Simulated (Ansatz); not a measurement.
# BeBH3 (singlet): the correlation ladder at scale of all distances = 1.000, 6-31G

An exercise on one series of results from a longer session: the logs are not shown, and one member is left open.

The runs use Ansatz 0.2.0, Gaussian basis; 6-31G, core rule «outside noble gas», up to 2 orbitals frozen.

Plan: UHF; CCSD(T) on RHF; BCCD(T) on RHF; CISD; CCSDT(Q) on RHF; CCSDTQ on RHF; CASSCF and MRCISD+Q, 2 electrons in 2 orbitals; CASSCF and NEVPT2, 2 electrons in 2 orbitals; Full CI.

19 further runs of the same task are left out: 6 for a known fault of the program, 10 that didn't finish, 3 set aside as unsound or not needed. Runs told in other sessions of the task aren't counted.

## What is computed

The geometry derives from a PBE0/def2-TZVP stationary point (not a proven minimum). All distances are scaled together.

5 atoms, charge 0, spin multiplicity 1.

Atoms are counted from 1 here; the program's logs count them from 0.

Bond lengths: B1–Be2 1.873 Å, B1–H3 1.202 Å, B1–H4 1.202 Å, Be2–H5 1.341 Å. Angles: Be2–B1–H3 123.4°, Be2–B1–H4 123.4°, H3–B1–H4 113.2°, B1–Be2–H5 180.0°.

The first run:

Input file in.yaml:

```yaml
crystal:
  periodic: [false, false, false]
  atoms:
    - {symbol: B, position_ang: [0.000000, 0.000000, 0.822294]}
    - {symbol: Be, position_ang: [0.000000, 0.000000, -1.050867]}
    - {symbol: H, position_ang: [0.000000, 1.003181, 1.484150]}
    - {symbol: H, position_ang: [0.000000, -1.003180, 1.484150]}
    - {symbol: H, position_ang: [0.000000, 0.000000, -2.392096]}
basis:
  gaussian: {orbitals: 6-31G}
magnetization: {spin_polarized: true, initial_magnetization: 0}
hamiltonian: {xc: hf}
output: {orbitals: {seedname: orbitals}}
```

Run with:

```bash
ansatz run in.yaml --threads 1 --pin off --events-out ev --progress --plain --max-ram 2393MiB
```

Steps of the session up to this table: UHF; CCSD(T) on RHF; BCCD(T) on RHF; CISD; CCSDT(Q) on RHF; CCSDTQ on RHF; CASSCF and MRCISD+Q, 2 electrons in 2 orbitals; CASSCF and NEVPT2, 2 electrons in 2 orbitals; Full CI.

One table of the session follows, with a row left open; its other results are not shown here.

| method | from FCI (meV) |
| --- | --- |
| RHF | +2684.9 |
| RMP2 | +699.0 |
| CISD | +166.1 |
| RCCSD | +58.7 |
| RCCSD(T) | +16.4 |
| BCCD(T) | +16.2 |
| RCCSDT | +2.0 |
| RCCSDT(Q) | +0.5 |
| RCCSDTQ | +0.1 |
| CASSCF pair | ? |
| NEVPT2 pair | +641.5 |
| FCI | 0 |

Estimate the missing values for CASSCF pair.

As computed: from FCI (meV): +2306.5. In the column «from FCI (meV)» it lies between RMP2 (+699.0) and RHF (+2684.9).

Not comparable, so not listed: CASSCF and MRCISD+Q, 2 electrons in 2 orbitals (they don't share determinant, frozen orbitals or solution with the rows shown, or repeat one).

Caveats from the session: Warnings in the runs' records: passed over end.
